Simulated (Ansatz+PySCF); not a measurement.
The numbers below are computed, except where a source is named.
Input for Ansatz (development build ahead of 0.2.0):

```yaml
crystal:
  periodic: [false, false, false]
  atoms:
    - { symbol: "N", position_ang: [0.0, 0.0, 0.0] }
    - { symbol: Na, position_ang: [1.09004, 1.45339, 3.14668] }
basis:
  gaussian: { orbitals: STO-3G }
hamiltonian:
  xc: hf
correlation:
  method: fci
  frozen_orbitals: { "N": 1, Na: 1 }
```

The input is written out in the form of the current development build from the run's settings.

Output:

```yaml
Converged: yes
Total_energy: -213.31019 hartree
State: lowest singlet root, of any spatial symmetry
```

Caution: another spin multiplicity may lie lower.
